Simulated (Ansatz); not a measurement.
**Energy profile**

The step: CH₅Al ([CH3][AlH2]) + HCl → AlH₂Cl ([AlH2][Cl]) + CH₄; bonds formed: C2–H5; dative contacts that become bonds: Al1–Cl6; bonds broken: Al1–C2, H5–Cl6 (atoms numbered as in the saddle structure below).

```xyz
9
angstrom
Al -0.9894 0.4771 0.0157
C 1.0127 0.1589 -0.1052
H -1.7026 0.7080 -1.3769
H -1.4675 1.1096 1.3843
H 0.0213 -1.2120 0.1633
Cl -1.1255 -1.9836 0.3766
H 1.4391 -0.3934 -0.9471
H 1.5691 -0.0808 0.8044
H 1.2429 1.2161 -0.3152
```

Electronic energies by CCSD(T) at an estimated basis limit (MP2 extrapolated from triple and quadruple zeta, plus CCSD(T) − MP2 in triple zeta), on PBE0-D4/def2-TZVP structures; CH$_{6}$AlCl, singlet; no counterpoise correction. Ansatz 0.2.0; basis: def2-TZVPP and def2-QZVPP; cores frozen in the correlated methods. Extrapolation: Hartree–Fock as exp(−7.88 √X), correlation as X^−2.97.

Q: Give the profile in kcal/mol, counted from the separated reactants. (Judge from chemistry; the value comes from the calculation.)

A: Computed:
```
                                                                                                            point  kcal/mol
     separated: CH$_{5}$Al (linked as [CH3][AlH2]; Al1, C2, H3, H4, H7, H8, H9; singlet) + HCl (H5, Cl6; singlet)      0.00
                                                                                                  start structure     -6.13
                                                                                                           saddle      1.12
                                                                                                    end structure    -44.94
separated: AlH$_{2}$Cl (linked as [AlH2][Cl]; Al1, H3, H4, Cl6; singlet) + CH$_{4}$ (C2, H5, H7, H8, H9; singlet)    -42.31
```

T1 diagnostic: at most 0.010.

Hydrogen chloride, the by-product of chloride precursors, can attack films and sites by steps of this kind.

For scale, one of the runs: CCSD(T)/def2-TZVPP, 199 basis functions, launched by `ansatz run in.yaml --threads 2 --pin off --events-out ev --progress --plain --max-ram 4352MiB`. The run took 44 s on 2 CPU threads of an Arm Neoverse V1 (shared host), with 2.2 GiB of host memory at its peak.
